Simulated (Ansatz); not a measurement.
CN, sextet: the ladder up to UCCSDT(Q)

Geometry: that of the CN, quartet, kept fixed.

```yaml
atoms:
  - { symbol: N, position_ang: [0.0000, 0.0000, 0.0000] }
  - { symbol: C, position_ang: [0.0000, 0.0000, 1.3395] }
```

Basis cc-pVTZ; Ansatz 0.2.0. Correlated methods freeze the noble-gas cores, which leaves 9 electrons in 58 orbitals. Prefix R: restricted or restricted open-shell reference; prefix U: unrestricted. Active spaces: valence = (9e, 8o) chosen from the atoms' valence shells.

Full CI isn't at hand for all of this; UCCSDT(Q) serves as the reference, and is uncertain by the last step of the cluster series or more. The frozen core follows each run's orbitals, which can shift R against U totals by a few meV.

For open shells CISD is restricted-active-space CI with the open shells as a complete middle space.

The UHF ⟨S²⟩ is 8.764, the T1 diagnostic (RCCSD) is 0.0282 and the largest doubles amplitude (RCCSD) is 0.038. The T1 diagnostic (UCCSD) is 0.0273.

| level | E − E(UCCSDT(Q)) (kJ/mol) | share of correlation (%) | wall time |
| --- | --- | --- | --- |
| RHF | 576.3 | 0.00 | – |
| UHF | 556.4 | 3.45 | – |
| RMP2 | 88.6 | 84.62 | – |
| UMP2 | 91.1 | 84.19 | – |
| CISD | 33.8 | 94.13 | 8.5 s |
| RCCSD | 19.6 | 96.59 | – |
| UCCSD | 19.0 | 96.70 | – |
| RCCSD(T) | 3.2 | 99.45 | 5.5 s |
| UCCSD(T) | 2.8 | 99.51 | 6 s |
| BCCD(T) | 3.1 | 99.45 | 2 s |
| RCCSDT | 0.9 | 99.84 | – |
| UCCSDT | 0.5 | 99.91 | – |
| RCCSDT(Q) | 0.5 | 99.92 | 51 s |
| CASSCF (valence space) | 511.2 | 11.30 | – |
| NEVPT2 (valence space) | 95.8 | 83.37 | 0.88 s |
| MRCISD (valence space) | 35.1 | 93.91 | – |
| MRCISD+Q (valence space) | 8.4 | 98.55 | 2.4 s |

The correlation energy at UCCSDT(Q), counted from RHF, is -5.973 eV. That run took 44 s on 1 thread of AMD EPYC 7B13, shared host.

Times hold each run's SCF and search for its determinant on a shared host, so for small cases they say little of a method's own cost; they ran on 1 thread of AMD EPYC 7B13. Some runs computed forces too.

Natural occupations of CASSCF (valence space) about the gap: 1.994 1.982 1.002 1.002 1.001 0.999 0.999 0.022; effectively unpaired electrons, Σ n²(2−n)², 5.00.
